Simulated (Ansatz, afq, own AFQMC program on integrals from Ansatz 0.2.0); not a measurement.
CH$_{2}$Si, singlet: AFQMC among the cluster methods

```xyz
4

Si    0.0000    0.0000    0.5109
C     0.0000    0.0000   -1.4081
H     0.0000    1.2713    1.2724
H     0.0000   -1.2713    1.2724
```

Connectivity, by distances: SiH2–C.

Basis cc-pVDZ. Noble-gas cores (and the filled d shells of Ga–Kr and In–Xe) are frozen. Integrals, coupled cluster, full CI and functionals: Ansatz 0.2.0; the random walks run on the same integrals in our own AFQMC program. The CISD trial takes its coefficients from CCSD amplitudes. Released means that phaseless walkers are propagated on without the constraint, phases kept. Uncertainties: one standard error, sampling alone.

Determinant: RHF, the one that the program's search chose, which needn't be the lowest solution. The geometry is a point of a scan.

No full CI on the walks' own integrals is used here; CCSDT(Q) serves as the reference and is uncertain by about the last step of the cluster series.

Cautions: higher spins were not checked; restricted determinant unstable towards unrestricted (UHF 740 meV lower, ⟨S²⟩ 1.26); strong correlation (T1 0.025, weight of the determinant 0.83, largest double 0.20); the released energies are still falling, so no released level is given (meV from the phaseless value at times in 1/Eh: -11 ± 27 at 0.24, 4 ± 24 at 0.51, -5 ± 20 at 0.99, -37 ± 23 at 1.62, -55 ± 29 at 2.40), though the last usable value meets CCSDT(Q) within the noise.

```
T1 diagnostic                               : 0.0249
weight of the determinant in the CISD state : 0.829
size of the correlated space                : 10 electrons in 36 orbitals
```

| level | correlation energy (eV) |
| --- | --- |
| MP2 | -5.5617 |
| CCSD | -6.7052 |
| CCSD(T) | -7.0209 |

Q: Estimate where phaseless AFQMC with a CISD trial lies against CCSD(T) on the same integrals.

A: 51.7 ± 22.7 meV below CCSD(T).

Reference: CCSDT(Q), correlation energy -7.093 eV.

| level | E − E(reference) (meV) | share of correlation (%) |
| --- | --- | --- |
| CCSD(T) | 72.2 | 98.98 |
| CCSDT | 31.9 | 99.55 |
| ph-AFQMC/CISD | 20.5 ± 22.7 | 99.71 |

A walk keeps the symmetry of its determinant, which the program's search chose and which needn't be the lowest solution, so a lower state of the same spin and another symmetry isn't excluded.
